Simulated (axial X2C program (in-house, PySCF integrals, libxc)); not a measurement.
The numbers below are computed, except where a source is named.
## PF⁺: input and output

Program: an in-house all-electron X2C program for linear molecules (integrals from PySCF).

Input file and command:
```json
{
 "zs": [
  15,
  9
 ],
 "q": 1,
 "bas": [
  "dyall-v3z",
  "dyall-av3z"
 ],
 "levels": [
  "PBE0",
  "HF",
  "BP86"
 ],
 "cc": true,
 "r0": 1.75,
 "thr": -2.0,
 "nmax": 90,
 "npts": 10,
 "nst": 2,
 "ntry": 6
}
```
```bash
python so2c.py task.json out
```

Keys: zs atomic numbers; q charge; bas basis sets; levels methods; cc coupled cluster on or off; r0 starting distance in Å; thr threshold in hartree for freezing inner shells (an s shell follows its p shell); nmax most natural virtual spinors; npts points on the curve; nst determinants followed; ntry starts of the search. HF also brings MP2.

Output of the HF step, scalar-relativistic, at R = 1.524 Å for the state M_S = 1/2, Λ = 1. It starts from PBE0 orbitals of this distance.

```
spin-free X2C-1e  HF
basis functions 100  fitting functions 566  grid points 4353
iter        total energy     max residual
   1       -440.777013581     8.11e-02
   2       -440.793332453     7.52e-03
   3       -440.794186285     7.16e-03
   4       -440.794466638     1.59e-03
   5       -440.794531873     7.21e-04
   6       -440.794546240     2.99e-04
   7       -440.794548273     1.18e-04
   8       -440.794548726     4.26e-05
   9       -440.794548812     1.24e-05
  10       -440.794548815     2.26e-06
  11       -440.794548815     6.24e-07
converged
one-electron -697.01419743  Coulomb 241.89125177  exact exchange -32.54753719  xc functional 0.00000000  nuclear repulsion 46.87593404
correlated 11  virtual 167  natural virtual 90  E(MP2) -0.360143024  MP2 remainder -0.010720755
iter   CCSD correlation   residual
   1     -0.349515503   1.37e-01
   2     -0.360046963   6.19e-02
   3     -0.363845122   2.61e-02
   4     -0.363801564   7.87e-03
   5     -0.363916388   2.91e-03
   6     -0.363941209   9.47e-04
   7     -0.363935171   3.67e-04
   8     -0.363939688   1.27e-04
   9     -0.363939244   4.73e-05
  10     -0.363939287   1.72e-05
  11     -0.363939069   7.92e-06
  12     -0.363939014   3.40e-06
  13     -0.363938954   1.57e-06
  14     -0.363938962   6.26e-07
(T) -0.013430074  T1 0.0287  D1 0.0487  max T2 0.087
```
Energies are in hartree; totals compare only within one Hamiltonian and basis. T1 in the output is the amplitude norm over the root of the electron number; divide by √2 for the Lee–Taylor value.
